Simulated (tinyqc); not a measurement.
UHF in the sto-3g basis, for H2O+, spin multiplicity 2, step by step. One step of it, computed by the program tinyqc.

Question. Iteration 1: building the Fock matrix. J_ij = sum D_kl (ij|kl) with D = D(alpha) + D(beta), K_ij = sum D_kl (ik|jl) for each spin; F = H + J - K(s); E = tr D H + tr D J / 2 - 0.5 sum_s tr D(s) K(s) + E_nn.

D(alpha) at the start, order 1O 1s, 1O 2s, 1O 2px, 1O 2py, 1O 2pz, 2H 1s, 3H 1s:
$$\begin{pmatrix}
0.761233 & -0.198535 & 0.083479 & -0.177770 & -0.177330 & -0.227960 & -0.109372 \\
-0.198535 & 1.311690 & -0.271952 & 0.081519 & 0.299820 & -0.497154 & -0.295418 \\
0.083479 & -0.271952 & 0.204385 & 0.000643 & 0.170320 & -0.155702 & 0.250396 \\
-0.177770 & 0.081519 & 0.000643 & 1.078178 & -0.056896 & -0.574387 & 0.252128 \\
-0.177330 & 0.299820 & 0.170320 & -0.056896 & 1.026144 & -0.401333 & -0.360656 \\
-0.227960 & -0.497154 & -0.155702 & -0.574387 & -0.401333 & 1.027476 & -0.229277 \\
-0.109372 & -0.295418 & 0.250396 & 0.252128 & -0.360656 & -0.229277 & 1.149043
\end{pmatrix}$$

D(beta) at the start, order 1O 1s, 1O 2s, 1O 2px, 1O 2py, 1O 2pz, 2H 1s, 3H 1s:
$$\begin{pmatrix}
0.728153 & -0.104449 & 0.052439 & -0.142067 & -0.285761 & -0.247773 & -0.001026 \\
-0.104449 & 1.044096 & -0.183671 & -0.020026 & 0.608212 & -0.440803 & -0.603571 \\
0.052439 & -0.183671 & 0.175261 & 0.034144 & 0.068579 & -0.174292 & 0.352057 \\
-0.142067 & -0.020026 & 0.034144 & 1.039645 & 0.060130 & -0.553004 & 0.135192 \\
-0.285761 & 0.608212 & 0.068579 & 0.060130 & 0.670734 & -0.466274 & -0.005522 \\
-0.247773 & -0.440803 & -0.174292 & -0.553004 & -0.466274 & 1.015610 & -0.164385 \\
-0.001026 & -0.603571 & 0.352057 & 0.135192 & -0.005522 & -0.164385 & 0.794185
\end{pmatrix}$$

core Hamiltonian H = T + V (hartree), order 1O 1s, 1O 2s, 1O 2px, 1O 2py, 1O 2pz, 2H 1s, 3H 1s:
$$\begin{pmatrix}
-32.555747 & -7.573709 & 0.000000 & -0.001201 & -0.014991 & -1.280084 & -1.057289 \\
-7.573709 & -9.180043 & 0.000000 & -0.013397 & -0.183853 & -2.975614 & -2.583809 \\
0.000000 & 0.000000 & -7.329551 & 0.000000 & 0.000000 & 0.000000 & 0.000000 \\
-0.001201 & -0.013397 & 0.000000 & -7.424078 & -0.007654 & -1.614786 & 1.438027 \\
-0.014991 & -0.183853 & 0.000000 & -0.007654 & -7.405104 & -1.496349 & -1.336907 \\
-1.280084 & -2.975614 & 0.000000 & -1.614786 & -1.496349 & -4.592323 & -1.123575 \\
-1.057289 & -2.583809 & 0.000000 & 1.438027 & -1.336907 & -1.123575 & -4.350402
\end{pmatrix}$$

Two-electron integrals (ij|kl) in chemists' order, unique and non-zero (hartree):
```
(11|11) 4.785065    (21|11) 0.741380    (21|21) 0.136873    (22|11) 1.118947
(22|21) 0.256633    (22|22) 0.817206    (31|31) 0.024477    (32|31) 0.037809
(32|32) 0.180518    (33|11) 1.115814    (33|21) 0.256684    (33|22) 0.817023
(33|33) 0.880159    (41|41) 0.024477    (42|41) 0.037809    (42|42) 0.180518
(43|43) 0.047444    (44|11) 1.115814    (44|21) 0.256684    (44|22) 0.817023
(44|33) 0.785270    (44|44) 0.880159    (51|51) 0.024477    (52|51) 0.037809
(52|52) 0.180518    (53|53) 0.047444    (54|54) 0.047444    (55|11) 1.115814
(55|21) 0.256684    (55|22) 0.817023    (55|33) 0.785270    (55|44) 0.785270
(55|55) 0.880159    (61|11) 0.125828    (61|21) 0.023048    (61|22) 0.042983
(61|33) 0.042898    (61|41) 0.000791    (61|42) 0.001486    (61|44) 0.043042
(61|51) 0.000707    (61|52) 0.001328    (61|54) 0.000129    (61|55) 0.043013
(61|61) 0.003931    (62|11) 0.321163    (62|21) 0.074649    (62|22) 0.265012
(62|33) 0.260392    (62|41) 0.004187    (62|42) 0.032640    (62|44) 0.267952
(62|51) 0.003742    (62|52) 0.029174    (62|54) 0.006758    (62|55) 0.266432
(62|61) 0.012832    (62|62) 0.108437    (63|31) 0.007626    (63|32) 0.045063
(63|43) 0.006694    (63|53) 0.005984    (63|63) 0.015060    (64|11) 0.177224
(64|21) 0.041708    (64|22) 0.158078    (64|33) 0.150987    (64|41) 0.009668
(64|42) 0.063388    (64|44) 0.168659    (64|51) 0.001825    (64|52) 0.016379
(64|54) 0.009812    (64|55) 0.154409    (64|61) 0.007470    (64|62) 0.078595
(64|64) 0.071365    (65|11) 0.158407    (65|21) 0.037280    (65|22) 0.141295
(65|33) 0.134956    (65|41) 0.001825    (65|42) 0.016379    (65|44) 0.138785
(65|51) 0.009257    (65|52) 0.059703    (65|54) 0.010116    (65|55) 0.149982
(65|61) 0.006677    (65|62) 0.070250    (65|64) 0.050327    (65|65) 0.060044
(66|11) 0.476036    (66|21) 0.112434    (66|22) 0.459045    (66|33) 0.440872
(66|41) 0.007823    (66|42) 0.085190    (66|44) 0.470857    (66|51) 0.006993
(66|52) 0.076146    (66|54) 0.026801    (66|55) 0.464828    (66|61) 0.019475
(66|62) 0.241629    (66|64) 0.199843    (66|65) 0.178626    (66|66) 0.774606
(71|11) 0.103756    (71|21) 0.019013    (71|22) 0.035485    (71|33) 0.035416
(71|41) -0.000643   (71|42) -0.001215   (71|44) 0.035535    (71|51) 0.000575
(71|52) 0.001086    (71|54) -0.000106   (71|55) 0.035511    (71|61) 0.003198
(71|62) 0.010292    (71|64) 0.005500    (71|65) 0.005359    (71|66) 0.015492
(71|71) 0.002674    (72|11) 0.276969    (72|21) 0.064428    (72|22) 0.230202
(72|33) 0.226117    (72|41) -0.003604   (72|42) -0.028668   (72|44) 0.232800
(72|51) 0.003223    (72|52) 0.025636    (72|54) -0.005976   (72|55) 0.231461
(72|61) 0.010759    (72|62) 0.076967    (72|64) 0.038437    (72|65) 0.048720
(72|66) 0.141422    (72|71) 0.009142    (72|72) 0.083364    (73|31) 0.006435
(73|32) 0.038563    (73|43) -0.005803   (73|53) 0.005190    (73|63) 0.010217
(73|73) 0.011303    (74|11) -0.156495   (74|21) -0.036847   (74|22) -0.140567
(74|33) -0.134339   (74|41) 0.008227    (74|42) 0.054946    (74|44) -0.149788
(74|51) -0.001603   (74|52) -0.014650   (74|54) 0.008626    (74|55) -0.137412
(74|61) -0.005894   (74|62) -0.039744   (74|64) -0.010065   (74|65) -0.024623
(74|66) -0.065900   (74|71) -0.005436   (74|72) -0.061898   (74|74) 0.056745
(75|11) 0.139946    (75|21) 0.032950    (75|22) 0.125703    (75|33) 0.120133
(75|41) -0.001603   (75|42) -0.014650   (75|44) 0.123569    (75|51) 0.007868
(75|52) 0.051664    (75|54) -0.008876   (75|55) 0.133260    (75|61) 0.005728
(75|62) 0.049539    (75|64) 0.024273    (75|65) 0.041116    (75|66) 0.099581
(75|71) 0.004861    (75|72) 0.055352    (75|74) -0.040636   (75|75) 0.047643
(76|11) 0.109942    (76|21) 0.025836    (76|22) 0.101000    (76|33) 0.098416
(76|41) -0.000029   (76|42) -0.000373   (76|44) 0.100166    (76|51) 0.001945
(76|52) 0.018750    (76|54) -0.000104   (76|55) 0.104306    (76|61) 0.004403
(76|62) 0.042050    (76|64) 0.026238    (76|65) 0.030690    (76|66) 0.100385
(76|71) 0.003637    (76|72) 0.037409    (76|74) -0.024289   (76|75) 0.027881
(76|76) 0.021179    (77|11) 0.445925    (77|21) 0.105385    (77|22) 0.433786
(77|33) 0.417183    (77|41) -0.007004   (77|42) -0.078568   (77|44) 0.444567
(77|51) 0.006263    (77|52) 0.070259    (77|54) -0.024488   (77|55) 0.439081
(77|61) 0.017589    (77|62) 0.153895    (77|64) 0.069697    (77|65) 0.106226
(77|66) 0.311467    (77|71) 0.015047    (77|72) 0.206453    (77|74) -0.174983
(77|75) 0.156479    (77|76) 0.100385    (77|77) 0.774606
```

nuclear repulsion = 7.83875947 hartree

Give: Coulomb J; exchange K(alpha); exchange K(beta); F(alpha); F(beta); total energy of this density.

Answer.

Coulomb J (hartree), order 1O 1s, 1O 2s, 1O 2px, 1O 2py, 1O 2pz, 2H 1s, 3H 1s:
$$\begin{pmatrix}
13.605 & 2.623 & -0.025 & -0.028 & 0.030 & 0.442 & 0.366 \\
2.623 & 6.802 & -0.137 & -0.109 & 0.278 & 2.264 & 2.024 \\
-0.025 & -0.137 & 6.684 & -0.008 & 0.025 & -0.033 & -0.024 \\
-0.028 & -0.109 & -0.008 & 6.875 & -0.021 & 1.342 & -1.291 \\
0.030 & 0.278 & 0.025 & -0.021 & 6.829 & 1.300 & 1.198 \\
0.442 & 2.264 & -0.033 & 1.342 & 1.300 & 4.308 & 0.925 \\
0.366 & 2.024 & -0.024 & -1.291 & 1.198 & 0.925 & 4.375
\end{pmatrix}$$

exchange K(alpha) (hartree), order 1O 1s, 1O 2s, 1O 2px, 1O 2py, 1O 2pz, 2H 1s, 3H 1s:
$$\begin{pmatrix}
3.473 & 0.551 & 0.018 & -0.230 & -0.223 & -0.088 & 0.017 \\
0.551 & 1.121 & -0.228 & -0.132 & -0.034 & 0.245 & 0.340 \\
0.018 & -0.228 & 0.452 & -0.059 & 0.151 & -0.099 & 0.043 \\
-0.230 & -0.132 & -0.059 & 1.006 & -0.116 & 0.055 & -0.280 \\
-0.223 & -0.034 & 0.151 & -0.116 & 0.974 & 0.072 & 0.135 \\
-0.088 & 0.245 & -0.099 & 0.055 & 0.072 & 0.443 & 0.081 \\
0.017 & 0.340 & 0.043 & -0.280 & 0.135 & 0.081 & 0.754
\end{pmatrix}$$

exchange K(beta) (hartree), order 1O 1s, 1O 2s, 1O 2px, 1O 2py, 1O 2pz, 2H 1s, 3H 1s:
$$\begin{pmatrix}
3.416 & 0.561 & 0.012 & -0.229 & -0.241 & -0.086 & 0.029 \\
0.561 & 0.771 & -0.128 & -0.179 & 0.276 & 0.182 & 0.178 \\
0.012 & -0.128 & 0.350 & -0.048 & 0.077 & -0.080 & 0.089 \\
-0.229 & -0.179 & -0.048 & 0.911 & -0.069 & 0.041 & -0.255 \\
-0.241 & 0.276 & 0.077 & -0.069 & 0.657 & 0.123 & 0.238 \\
-0.086 & 0.182 & -0.080 & 0.041 & 0.123 & 0.429 & 0.048 \\
0.029 & 0.178 & 0.089 & -0.255 & 0.238 & 0.048 & 0.515
\end{pmatrix}$$

F(alpha) (hartree), order 1O 1s, 1O 2s, 1O 2px, 1O 2py, 1O 2pz, 2H 1s, 3H 1s:
$$\begin{pmatrix}
-22.424 & -5.501 & -0.043 & 0.201 & 0.238 & -0.750 & -0.708 \\
-5.501 & -3.499 & 0.090 & 0.009 & 0.128 & -0.957 & -0.900 \\
-0.043 & 0.090 & -1.097 & 0.051 & -0.126 & 0.065 & -0.068 \\
0.201 & 0.009 & 0.051 & -1.555 & 0.087 & -0.328 & 0.427 \\
0.238 & 0.128 & -0.126 & 0.087 & -1.549 & -0.268 & -0.274 \\
-0.750 & -0.957 & 0.065 & -0.328 & -0.268 & -0.728 & -0.279 \\
-0.708 & -0.900 & -0.068 & 0.427 & -0.274 & -0.279 & -0.730
\end{pmatrix}$$

F(beta) (hartree), order 1O 1s, 1O 2s, 1O 2px, 1O 2py, 1O 2pz, 2H 1s, 3H 1s:
$$\begin{pmatrix}
-22.367 & -5.511 & -0.037 & 0.199 & 0.256 & -0.752 & -0.720 \\
-5.511 & -3.149 & -0.010 & 0.057 & -0.182 & -0.894 & -0.738 \\
-0.037 & -0.010 & -0.995 & 0.040 & -0.052 & 0.046 & -0.114 \\
0.199 & 0.057 & 0.040 & -1.460 & 0.040 & -0.314 & 0.402 \\
0.256 & -0.182 & -0.052 & 0.040 & -1.233 & -0.319 & -0.377 \\
-0.752 & -0.894 & 0.046 & -0.314 & -0.319 & -0.714 & -0.246 \\
-0.720 & -0.738 & -0.114 & 0.402 & -0.377 & -0.246 & -0.491
\end{pmatrix}$$

total energy of this density = -59.77483 hartree

This density is the starting one.
